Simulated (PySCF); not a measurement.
formaldoxime, CH3NO, SMILES C=NO, point group Cs.

Level: B3LYP/pcSseg-1 in PySCF (density fitting, grid level 2); geometry and Hessian at that level, cubic constants and property derivatives from steps of ±0.6 along each species' dimensionless normal coordinates, second-order vibrational perturbation theory. The parent has the commonest isotopes.

Equilibrium geometry (Å):

| atom | x | y | z |
| --- | --- | --- | --- |
| C1 | -0.4130 | 1.3272 | -2.8314 |
| N2 | -0.2196 | 0.5126 | -1.8779 |
| O3 | -1.2207 | 0.6147 | -0.9050 |
| H4 | 0.3191 | 1.3165 | -3.6348 |
| H5 | -1.2643 | 2.0120 | -2.8626 |
| H6 | -0.9528 | -0.0482 | -0.2516 |

Species: ²H at 4, ²H at 5, ²H at 6. Output of the displacement run:

```
mode    cm-1    km/mol   phi_rrr   E(+)/cm-1  E(-)/cm-1
  1    322.75    78.20      -2.4      75.25      75.64
  2    457.70     4.00     -48.8      81.13      84.65
  3    605.98     5.51      -0.3     110.11     110.19
  4    782.92    13.72       0.3     141.83     141.79
  5    861.82    81.90     172.0     161.58     149.23
  6    950.91    15.12      89.6     174.73     168.23
  7   1055.15    50.53     -99.6     186.54     193.71
  8   1097.14    47.44     -13.0     197.13     198.04
  9   1651.55    11.74    -459.4     281.43     314.48
 10   2255.59     2.91     794.3     435.98     378.87
 11   2398.87     3.14    -506.3     415.43     451.81
 12   2747.02    63.24   -1610.6     441.16     556.74
```

For the shielding of H6 (σe = 24.56 ppm):

```tsv
mode	ω (cm⁻¹)	Σr φrrs (cm⁻¹)	∂σ/∂q	∂²σ/∂q²
1	323	-5	-0.001	-0.724
2	458	-26	-0.277	-0.062
3	606	0	0.000	-0.103
4	783	1	0.000	-0.155
5	862	450	0.461	-0.151
6	951	425	-0.116	-0.443
7	1055	-283	-0.141	-0.094
8	1097	40	-0.029	-0.307
9	1652	-488	-0.168	-0.032
10	2256	535	-0.143	0.002
11	2399	2	0.054	0.001
12	2747	550	-1.676	0.447
```

**Question.** Work out the zero-point average of this shielding.

**Answer.** With ⟨qs⟩ = −Σr φrrs/(4ωs) and ⟨qs²⟩ = 1/2: the mean displacements are 0.004, 0.014, 0.000, 0.000, -0.131, -0.112, 0.067, -0.009, 0.074, -0.059, 0.000, -0.050. The anharmonic term Σ (∂σ/∂q)⟨q⟩ is 0.02 ppm, the harmonic term ¼ Σ ∂²σ/∂q² is -0.41 ppm, so ⟨σ⟩ = 24.18 ppm.

Internal rotors are held in one well.
